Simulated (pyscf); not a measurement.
One addition across a multiple bond or ene-type step on the singlet surface with elements of a group swapped. CCSD(T)/def2-TZVPP + ΔMP2(QZVPP), kJ/mol, from the separated reactants. Structures and frequencies: ωB97X-D3(BJ)/def2-SVP in PySCF. Correlated levels are frozen-core, on RHF or UHF. ΔMP2 is the change of the MP2 total energy from the triple- to the quadruple-zeta basis.

```json
[
 {"step": "H₂Si=Se + HCl → Cl–SiH₂–SeH", "barrier": "2.1", "reaction energy": "-192.6", "imaginary mode (i cm⁻¹)": "412"},
 {"step": "H₂Si=S + HCl -> HS–SiH₂–Cl", "barrier": "(withheld)", "reaction energy": "(withheld)", "imaginary mode (i cm⁻¹)": "460"}
]
```

Question: Fill in the missing entries.

Answer: 
- H₂Si=S + HCl -> HS–SiH₂–Cl, barrier: -0.8
- H₂Si=S + HCl -> HS–SiH₂–Cl, reaction energy: -209.2

Row 1: On the reactant side the descent ends in a complex, 27.0 kJ/mol under the separated species and 12.9 kJ/mol under the saddle at ωB97X-D3(BJ)/def2-TZVP. Row 2: On the reactant side the descent ends in a complex, 28.8 kJ/mol under the separated species and 11.3 kJ/mol under the saddle at ωB97X-D3(BJ)/def2-TZVP. Each row is the saddle that its search found. The CCSD(T) − MP2 part came from Ansatz, without density fitting, on the same reference. The frozen core leaves the outer d or s,p core shells of the metals and heavy elements correlated in the MP2 and CC values, and def2-TZVPP describes them poorly, which can shift differences by a few kcal/mol. Elements up to Kr have no core potential and no relativistic terms here.
